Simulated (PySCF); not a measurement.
**Bond length, frequency and bond energy of LiP by level of theory**

State: ³Σ⁻ (triplet), unpaired electrons π ↑↑. Set-up: PySCF, spin-free X2C with a Gaussian nucleus, basis sets Li jorge-DZP-DKH, P jorge-DZP-DKH. De refers to Li + P in their high-spin ground configurations, without counterpoise correction. The functionals are run spin-unrestricted. A positive dipole means Li(−)P(+).

| Level | Re (Å) | ωe (cm⁻¹) | De (eV) | μ (D) | CPU s a point (SCF and correlation, without the integrals) |
| --- | --- | --- | --- | --- | --- |
| UHF | 2.379 | 479 | 0.61 | -7.21 | 0.075 |
| UHF-MP2 | 2.385 | 469 | 1.17 | n/a | 0.11 |
| UHF-SCS-MP2 | 2.389 | 465 | 1.20 | n/a | n/a |
| UHF-CCSD | 2.390 | 461 | 1.21 | n/a | n/a |
| UHF-CCSD(T) | 2.395 | 457 | 1.25 | n/a | 0.9 |
| PBE | 2.371 | 465 | 1.76 | -6.08 | 0.4 |
| PW91 | 2.370 | 465 | 1.81 | -6.04 | 0.3 |
| TPSS | 2.372 | 470 | 1.82 | -6.38 | 0.64 |
| r²SCAN | 2.373 | 470 | 1.70 | -6.69 | 0.62 |
| PBE0 | 2.358 | 480 | 1.68 | -6.55 | 0.59 |
| M06 | 2.350 | 482 | 1.88 | -6.61 | 0.68 |
| ωB97X | 2.354 | 490 | 1.82 | -7.08 | 0.45 |

(1) Which functional lies closest to UHF-CCSD(T) in De, which farthest, and by how much do they differ from it?

(2) What does a quarter of exact exchange do here, going from PBE to PBE0?

(3) What does the triples do here, going from UHF-CCSD to UHF-CCSD(T)?

Correlated steps freeze 5 core orbitals. Correlated levels converge slowly with the basis: in double zeta they bind strong bonds too weakly, by up to about 1 eV, and carry superposition errors of some tenths. The state is the lowest determinant that a PBE0 search found; another state may lie lower at other levels.

The whole job (state search and all levels along the bond) took about 1.3 min on 1 thread of Arm Neoverse V1 (shared host), peak memory 0.46 GiB.

Answers

(1) Closest is PBE0 (-3.7 pm in Re, +5.0 % in ωe, +0.43 eV in De against UHF-CCSD(T) in the same basis), farthest M06 (-4.5 pm in Re, +5.5 % in ωe, +0.63 eV in De). CCSD(T) converges more slowly with the basis than the functionals do and binds too weakly in this one, so the order can change at the basis-set limit.

(2) PBE0 less PBE: -1.3 pm in Re, +3.2 % in ωe, -0.08 eV in De. Exact exchange removes part of the self-interaction that spreads semilocal densities, and in most molecules shortens and stiffens the bond and lowers De; so it does here.

(3) UHF-CCSD(T) less UHF-CCSD: +0.5 pm in Re, -0.9 % in ωe, +0.04 eV in De. Correlation nearly always deepens the well. The bond lengthens, as in strong covalent bonds, where excitations into antibonding orbitals dominate.
